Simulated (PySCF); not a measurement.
# A diatomic session: LiC

The task here is to estimate one member of a computed series from the others.

Method: Li jorge-DZP-DKH, C jorge-DZP-DKH, spin-free X2C with a Gaussian nucleus; program: PySCF 2.14.0.

Set-up of the first run:

A driver script around PySCF takes these settings:

```
atoms                         : Li, C
charge                        : 0
basis                         : Li jorge-DZP-DKH, C jorge-DZP-DKH
Hamiltonian                   : spin-free X2C with a Gaussian nucleus
basis functions               : 30
electrons treated             : 9
masses in u                   : 7.0160, 12.0000
levels                        : PBE0, PBE, r²SCAN, PBEsol, M06-2X, revPBE, HF, MP2, SCS-MP2, CCSD, CCSD(T)
grid                          : 80 radial by 434 angular points
occupations                   : held fixed by the projection of orbital angular momentum
dissociation limit            : Li + C, each in its ground configuration
starting distance in angstrom : 1.995
values of 2S to try           : 1, 3
```

Run with:

```
$ OMP_NUM_THREADS=1 python dia.py task.json out
```

Among the steps run: The job; PBE0 along the bond; Other states along the same grid; PBE; r²SCAN (meta-GGA); PBEsol; M06-2X; revPBE; UHF (mean field); Adding correlation.

One of the session's tables, all rows but one given; the rest of the session is left out.

It belongs to the step «The curves together». Energy (eV) from each level's lowest point:

| R (Å) | UHF | UHF-MP2 | UHF-SCS-MP2 | UHF-CCSD | UHF-CCSD(T) |
| --- | --- | --- | --- | --- | --- |
| 1.653 | 0.408 | 0.417 | 0.411 | n/a | n/a |
| 1.730 | 0.188 | 0.198 | 0.194 | 0.197 | 0.200 |
| 1.807 | 0.062 | 0.069 | 0.067 | 0.069 | 0.071 |
| 1.864 | 0.015 | 0.019 | 0.018 | 0.019 | 0.020 |
| 1.922 | 0.000 | 0.000 | 0.000 | 0.000 | 0.000 |
| 1.980 | 0.011 | 0.006 | 0.007 | 0.005 | 0.004 |
| 2.057 | ? | ? | ? | ? | ? |
| 2.153 | 0.150 | 0.129 | 0.133 | 0.126 | 0.122 |
| 2.268 | 0.300 | 0.267 | 0.272 | 0.262 | 0.255 |
| 2.422 | 0.534 | 0.488 | 0.495 | n/a | n/a |

Estimate the missing values for R (Å) = 2.057.

Worked estimate for «UHF». A straight line through the neighbours (1.980, 0.011) and (2.153, 0.150) gives 0.011 + (0.150 − 0.011) × (2.057 − 1.980) / (2.153 − 1.980) = 0.073; a parabola fitted to 4 rows on both sides gives 0.059.

As computed: UHF: 0.056; UHF-MP2: 0.044; UHF-SCS-MP2: 0.047; UHF-CCSD: 0.043; UHF-CCSD(T): 0.041. In «UHF» the line misses by +0.017 and the parabola by +0.003.
